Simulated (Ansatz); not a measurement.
# CH₃Al (singlet): relaxing a cheap start

Aim: relax a generated start of CH₃Al (singlet) and see which bonds hold.

Program: Ansatz 0.2.0, Gaussian basis. Level of theory: RKS PBE0/def2-TZVP. These are calculated values, not measurements.

## Step 1: The starting structure

5 atoms, charge 0, spin multiplicity 1.

Atoms are counted from 1 here; the program's logs count them from 0.

Bond lengths: Al1–C2 2.010 Å, C2–H3 1.103 Å, C2–H4 1.103 Å, C2–H5 1.103 Å. Angles: Al1–C2–H3 113.4°, Al1–C2–H4 113.4°, Al1–C2–H5 113.4°, H3–C2–H4 105.3°, H3–C2–H5 105.3°, H4–C2–H5 105.3°.

The start was built by rule and, where that kept it together, relaxed with GFN2-xTB. Sticks and bond lists go by distance. 

## Step 2: Relaxation

File in.yaml:

```yaml
crystal:
  periodic: [false, false, false]
  atoms:
    - {symbol: Al, position_ang: [-0.750626, 0.006521, 0.005068]}
    - {symbol: C, position_ang: [1.259125, -0.010939, -0.008501]}
    - {symbol: H, position_ang: [1.687795, -1.026991, -0.006431]}
    - {symbol: H, position_ang: [1.706891, 0.495666, 0.862703]}
    - {symbol: H, position_ang: [1.694979, 0.487108, -0.890634]}
basis:
  gaussian: {orbitals: def2-TZVP}
hamiltonian: {xc: pbe0}
relax: {f_tol: 0.004, max_steps: 80}
```

On the command line:

```sh
$ ansatz run in.yaml --threads 1 --pin off --events-out ev --progress --plain --max-ram 1740MiB
```

**Question.** What will these runs give? Wanted: energy gained; shift from the start; total energy; dipole moment.

**Answer**, as computed:

```
                  quantity          value
                     steps              4
             energy gained       0.010 eV
shift from the start (rms)        0.022 Å
              total energy  -7677.9259 eV
             dipole moment         0.73 D
```

The bonds of the start are those of the end. Al1–C2 went from 2.010 to 1.988 Å. No vibrations were run, so this is a stationary point, not a proven minimum, and this spin need not be the ground state's.
